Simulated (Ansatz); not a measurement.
C3H6F2, SMILES `FCCCF` at its PBE0-D4/def2-TZVP geometry, where that method's forces vanish. Total charge 0; spin multiplicity 1.

```csv
atom,x (Å),y (Å),z (Å)
F1,1.9307,-1.4513,-0.1409
C2,0.6403,-1.0122,-0.3755
C3,0.4015,0.2852,0.3580
C4,-0.9999,0.8052,0.1638
F5,-1.2233,1.0983,-1.1725
H6,-0.0457,-1.7933,-0.0299
H7,0.5184,-0.8867,-1.4541
H8,1.1217,1.0356,0.0204
H9,0.5665,0.1307,1.4293
H10,-1.7497,0.0659,0.4656
H11,-1.1605,1.7226,0.7359
```

Problem. For each bond, give half the difference of the two atoms' forces along it (eV/Å; positive pushes the atoms apart) under PBE-D4, r2SCAN-D4, B3LYP-D4, ωB97M-V in def2-TZVPP. (Estimate.)

Solution. Ansatz gave: 
```json
{"bond": "F1–C2", "length (Å)": "1.383", "PBE-D4": "0.51", "r2SCAN-D4": "0.34", "B3LYP-D4": "0.39", "ωB97M-V": "0.27"}
{"bond": "C2–C3", "length (Å)": "1.509", "PBE-D4": "-0.05", "r2SCAN-D4": "0.03", "B3LYP-D4": "0.10", "ωB97M-V": "0.11"}
{"bond": "C2–H6", "length (Å)": "1.096", "PBE-D4": "0.08", "r2SCAN-D4": "-0.07", "B3LYP-D4": "-0.14", "ωB97M-V": "-0.14"}
{"bond": "C2–H7", "length (Å)": "1.093", "PBE-D4": "0.08", "r2SCAN-D4": "-0.08", "B3LYP-D4": "-0.15", "ωB97M-V": "-0.15"}
{"bond": "C3–C4", "length (Å)": "1.507", "PBE-D4": "-0.07", "r2SCAN-D4": "0.03", "B3LYP-D4": "0.10", "ωB97M-V": "0.11"}
{"bond": "C3–H8", "length (Å)": "1.094", "PBE-D4": "0.12", "r2SCAN-D4": "-0.04", "B3LYP-D4": "-0.09", "ωB97M-V": "-0.11"}
{"bond": "C3–H9", "length (Å)": "1.095", "PBE-D4": "0.10", "r2SCAN-D4": "-0.04", "B3LYP-D4": "-0.09", "ωB97M-V": "-0.11"}
{"bond": "C4–F5", "length (Å)": "1.386", "PBE-D4": "0.53", "r2SCAN-D4": "0.35", "B3LYP-D4": "0.40", "ωB97M-V": "0.27"}
{"bond": "C4–H10", "length (Å)": "1.095", "PBE-D4": "0.09", "r2SCAN-D4": "-0.07", "B3LYP-D4": "-0.13", "ωB97M-V": "-0.14"}
{"bond": "C4–H11", "length (Å)": "1.093", "PBE-D4": "0.07", "r2SCAN-D4": "-0.08", "B3LYP-D4": "-0.15", "ωB97M-V": "-0.15"}
```

B3LYP here is the variant with VWN-RPA as its local correlation; programs differ in this.
